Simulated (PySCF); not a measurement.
Compound: silicon dicarbide, C₂Si (singlet state).
Structure used (PBE0-D3(BJ)/def2-TZVP), in Å, numbered top down from 1:
```
atom  x, y, z in Å
C1    -0.3579   -1.2297   -0.6150
C2     0.4410   -0.4092   -0.0832
Si3    1.0850   -2.1195    0.0903
```

The closed-shell ground state was solved at several levels (PySCF, density fitting, gas phase, non-relativistic). Geometry: PBE0-D3(BJ)/def2-TZVP; no solvent, vibrations or thermal averaging.

```
                level  basis functions  total energy (Eh)  HOMO (eV)  LUMO (eV)  gap (eV)  dipole (D)
        PBE0/pcSseg-2              115          -365.3408      -7.55      -3.36      4.19        2.41
CAM-B3LYP/aug-cc-pVTZ              142          -365.5190      -8.97      -2.21      6.76        2.54
  wB97X-D/aug-cc-pVTZ              142          -365.5186      -9.49      -1.59      7.90        2.44
```

What might PBE0/aug-cc-pVTZ (142 basis functions) give for the same quantities?

Total energy -365.3382 Eh, HOMO -7.57 eV, LUMO -3.38 eV, gap 4.19 eV, dipole 2.37 D.

How far do the dipole and the HOMO energy spread over the levels?

The dipole runs from 2.37 to 2.54 D (mean 2.44 D) and the HOMO from -9.49 to -7.55 eV.

wB97X-D is run here without its empirical dispersion term; that term would change no orbital, density or response property at a fixed geometry.
